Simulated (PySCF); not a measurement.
# ReOF5− (doublet): EPR parameters, part 2 of 2

PySCF 2.14.0. Atoms count from 0.

## 6. EPR parameters: BHandHLYP/pcH-1 Re:dyall-v2z (BHandHLYP), spin–orbit

Job settings and geometry (Å):

```
{"job": {"kind": "hepr", "xc": "BHandHLYP", "basis": {"default": "pcH-1", "Re": "dyall-v2z"}, "rel": "so"}, "charge": -1, "multiplicity": 2}
O     -0.308426    -1.284005     0.643913
Re    -0.015034     0.133237    -0.215905
F      1.513003     0.623360     0.800173
F     -1.091144     1.231792     0.897801
F      0.316653     1.747739    -1.199499
F     -1.487468    -0.085861    -1.394786
F      1.118972    -0.683335    -1.501438
```

Method: BHandHLYP/pcH-1 Re:dyall-v2z EPR parameters from three collinear SCF solutions, X2C with spin-orbit coupling, screened-nuclear two-electron part, Gaussian nuclei, gas phase.

Log:

```text
spin-free SCF
start: lowest of 4 solutions in x2c-SVPall, at 0.0000 0.0000 0.0000 0.0000 Eh above it
final grid: 84824 points
cycle   1  E = -17268.3892159325  dE = -1.139e+00  |g| = 1.684e-01  |ddm| = 1.142e+00
cycle   2  E = -17268.3821799726  dE =  7.036e-03  |g| = 2.400e-01  |ddm| = 1.346e-01
cycle   3  E = -17268.3920871213  dE = -9.907e-03  |g| = 7.258e-02  |ddm| = 1.182e-01
cycle   4  E = -17268.3929585948  dE = -8.715e-04  |g| = 3.422e-02  |ddm| = 3.883e-02
cycle   5  E = -17268.3933344089  dE = -3.758e-04  |g| = 6.803e-03  |ddm| = 1.770e-02
cycle   6  E = -17268.3933496947  dE = -1.529e-05  |g| = 1.706e-03  |ddm| = 3.890e-03
cycle   7  E = -17268.3933507260  dE = -1.031e-06  |g| = 3.634e-04  |ddm| = 1.289e-03
cycle   8  E = -17268.3933509745  dE = -2.485e-07  |g| = 2.980e-04  |ddm| = 5.565e-04
cycle   9  E = -17268.3933511498  dE = -1.753e-07  |g| = 1.806e-04  |ddm| = 4.682e-04
cycle  10  E = -17268.3933513824  dE = -2.326e-07  |g| = 1.058e-04  |ddm| = 9.867e-04
cycle  11  E = -17268.3933514275  dE = -4.511e-08  |g| = 6.887e-05  |ddm| = 3.880e-04
cycle  12  E = -17268.3933514455  dE = -1.803e-08  |g| = 2.084e-05  |ddm| = 3.501e-04
cycle  13  E = -17268.3933514464  dE = -9.059e-10  |g| = 9.140e-06  |ddm| = 6.980e-05
converged SCF energy = -17268.3933514464
two-component SCF, magnetisation along principal axis 1
cycle   1  E = -17260.4596058974  dE = -1.726e+04  |FDS-SDF| = 4.507e+02
cycle   2  E = -17281.5050777405  dE = -2.105e+01  |FDS-SDF| = 2.700e+00
cycle   3  E = -17281.5182265887  dE = -1.315e-02  |FDS-SDF| = 1.078e-01
cycle   4  E = -17281.5188767931  dE = -6.502e-04  |FDS-SDF| = 9.193e-02
cycle   5  E = -17281.5192530838  dE = -3.763e-04  |FDS-SDF| = 2.324e-02
cycle   6  E = -17281.5195653575  dE = -3.123e-04  |FDS-SDF| = 1.461e-02
cycle   7  E = -17281.5198203827  dE = -2.550e-04  |FDS-SDF| = 1.195e-02
cycle   8  E = -17281.5201021745  dE = -2.818e-04  |FDS-SDF| = 6.584e-03
cycle   9  E = -17281.5202191745  dE = -1.170e-04  |FDS-SDF| = 4.583e-03
cycle  10  E = -17281.5202675001  dE = -4.833e-05  |FDS-SDF| = 3.329e-03
cycle  11  E = -17281.5203023549  dE = -3.485e-05  |FDS-SDF| = 1.619e-03
cycle  12  E = -17281.5203094573  dE = -7.102e-06  |FDS-SDF| = 9.489e-04
cycle  13  E = -17281.5203117871  dE = -2.330e-06  |FDS-SDF| = 4.448e-04
cycle  14  E = -17281.5203121625  dE = -3.754e-07  |FDS-SDF| = 1.842e-04
cycle  15  E = -17281.5203122091  dE = -4.664e-08  |FDS-SDF| = 1.157e-04
cycle  16  E = -17281.5203122271  dE = -1.793e-08  |FDS-SDF| = 9.538e-05
cycle  17  E = -17281.5203122358  dE = -8.691e-09  |FDS-SDF| = 7.818e-05
converged, E = -17281.5203122358
two-component SCF, magnetisation along principal axis 2
cycle   1  E = -17260.4596058975  dE = -1.726e+04  |FDS-SDF| = 4.507e+02
cycle   2  E = -17281.5050777898  dE = -2.105e+01  |FDS-SDF| = 2.700e+00
cycle   3  E = -17281.5182266807  dE = -1.315e-02  |FDS-SDF| = 1.078e-01
cycle   4  E = -17281.5188769179  dE = -6.502e-04  |FDS-SDF| = 9.193e-02
cycle   5  E = -17281.5192532218  dE = -3.763e-04  |FDS-SDF| = 2.324e-02
cycle   6  E = -17281.5195655173  dE = -3.123e-04  |FDS-SDF| = 1.461e-02
cycle   7  E = -17281.5198205634  dE = -2.550e-04  |FDS-SDF| = 1.196e-02
cycle   8  E = -17281.5201023804  dE = -2.818e-04  |FDS-SDF| = 6.584e-03
cycle   9  E = -17281.5202193882  dE = -1.170e-04  |FDS-SDF| = 4.583e-03
cycle  10  E = -17281.5202677180  dE = -4.833e-05  |FDS-SDF| = 3.329e-03
cycle  11  E = -17281.5203025722  dE = -3.485e-05  |FDS-SDF| = 1.618e-03
cycle  12  E = -17281.5203096717  dE = -7.100e-06  |FDS-SDF| = 9.486e-04
cycle  13  E = -17281.5203119989  dE = -2.327e-06  |FDS-SDF| = 4.441e-04
cycle  14  E = -17281.5203123730  dE = -3.741e-07  |FDS-SDF| = 1.829e-04
cycle  15  E = -17281.5203124180  dE = -4.506e-08  |FDS-SDF| = 1.141e-04
cycle  16  E = -17281.5203124354  dE = -1.734e-08  |FDS-SDF| = 9.378e-05
cycle  17  E = -17281.5203124435  dE = -8.156e-09  |FDS-SDF| = 7.654e-05
converged, E = -17281.5203124435
two-component SCF, magnetisation along principal axis 3
cycle   1  E = -17260.4596058974  dE = -1.726e+04  |FDS-SDF| = 4.507e+02
cycle   2  E = -17281.5050841096  dE = -2.105e+01  |FDS-SDF| = 2.700e+00
cycle   3  E = -17281.5182434509  dE = -1.316e-02  |FDS-SDF| = 1.078e-01
cycle   4  E = -17281.5189028646  dE = -6.594e-04  |FDS-SDF| = 9.197e-02
cycle   5  E = -17281.5192828355  dE = -3.800e-04  |FDS-SDF| = 2.335e-02
cycle   6  E = -17281.5196010397  dE = -3.182e-04  |FDS-SDF| = 1.474e-02
cycle   7  E = -17281.5198618411  dE = -2.608e-04  |FDS-SDF| = 1.205e-02
cycle   8  E = -17281.5201490592  dE = -2.872e-04  |FDS-SDF| = 6.615e-03
cycle   9  E = -17281.5202658058  dE = -1.167e-04  |FDS-SDF| = 4.566e-03
cycle  10  E = -17281.5203127704  dE = -4.696e-05  |FDS-SDF| = 3.297e-03
cycle  11  E = -17281.5203456678  dE = -3.290e-05  |FDS-SDF| = 1.593e-03
cycle  12  E = -17281.5203523245  dE = -6.657e-06  |FDS-SDF| = 9.442e-04
cycle  13  E = -17281.5203546045  dE = -2.280e-06  |FDS-SDF| = 4.482e-04
cycle  14  E = -17281.5203550003  dE = -3.958e-07  |FDS-SDF| = 1.923e-04
cycle  15  E = -17281.5203550532  dE = -5.292e-08  |FDS-SDF| = 1.191e-04
cycle  16  E = -17281.5203550718  dE = -1.853e-08  |FDS-SDF| = 9.566e-05
cycle  17  E = -17281.5203550802  dE = -8.487e-09  |FDS-SDF| = 7.760e-05
converged, E = -17281.5203550802

g tensor 1.62726 1.62834 1.66039   isotropic 1.63866

Hyperfine (MHz)
atom isotope      a_iso        A1        A2        A3
  0    17O       17.45      -6.15      29.22      29.28
  1  187Re    -1965.59   -2878.98   -1510.21   -1507.58
  2    19F      117.34     -96.53     144.92     303.62
  3    19F      117.20     -96.32     144.83     303.07
  4    19F        0.28      -0.35       0.57       0.62
  5    19F      117.27     -96.67     144.63     303.84
  6    19F      117.56     -96.16     145.17     303.68

Field gradients (au) and densities at the nuclei (bohr^-3)
atom        Vxx        Vyy        Vzz        centre      nuclear mean
  0 O      0.3991     0.4053    -0.8044        312.795        312.784
  1 Re     0.3097     0.3297    -0.6394    1547762.007    1431874.855
  2 F     -0.6041    -0.7478     1.3519        451.303        451.283
  3 F     -0.6057    -0.7488     1.3546        451.304        451.284
  4 F     -0.3428    -0.3556     0.6984        451.298        451.278
  5 F     -0.6079    -0.7465     1.3544        451.303        451.284
  6 F     -0.6074    -0.7477     1.3551        451.304        451.284
without picture change
  1 Re                          -0.9877                   3975083.030
```

Run time: 22 min. Hardware: 1 thread of Arm Neoverse V1, shared host; peak memory 1.7 GiB.

In short:

```
quantity   value
  g(iso)  1.6387
```

## 7. Summary of results

This closing draws on all 2 parts.

```
                                                             quantity                                              value
                                                          point group                                                C4v
                                 rotational constants (main isotopes)                               2.01, 2.01, 1.86 GHz
          g(iso) (step 3, BP86/pcH-1 Re:dyall-v2z (BP86), spin–orbit)                                             1.6647
          a(iso) (step 3, BP86/pcH-1 Re:dyall-v2z (BP86), spin–orbit)    187Re Re1 -1263.8, 19F F6 37.1, 19F F3 37.0 MHz
            g(iso) (step 4, PBE/pcH-1 Re:dyall-v2z (PBE), spin–orbit)                                             1.6689
            a(iso) (step 4, PBE/pcH-1 Re:dyall-v2z (PBE), spin–orbit)    187Re Re1 -1314.2, 19F F6 41.5, 19F F5 41.3 MHz
        g(iso) (step 5, B3LYP/pcH-1 Re:dyall-v2z (B3LYP), spin–orbit)                                             1.6517
        a(iso) (step 5, B3LYP/pcH-1 Re:dyall-v2z (B3LYP), spin–orbit)    187Re Re1 -1530.0, 19F F5 67.8, 19F F6 67.8 MHz
g(iso) (step 6, BHandHLYP/pcH-1 Re:dyall-v2z (BHandHLYP), spin–orbit)                                             1.6387
a(iso) (step 6, BHandHLYP/pcH-1 Re:dyall-v2z (BHandHLYP), spin–orbit)  187Re Re1 -1965.6, 19F F6 117.6, 19F F2 117.3 MHz
```

Relaxing lowered the energy by 0.282 eV in 10 steps; the close pair that moved most is Re1–F4, from 1.793 to 1.919 Å.
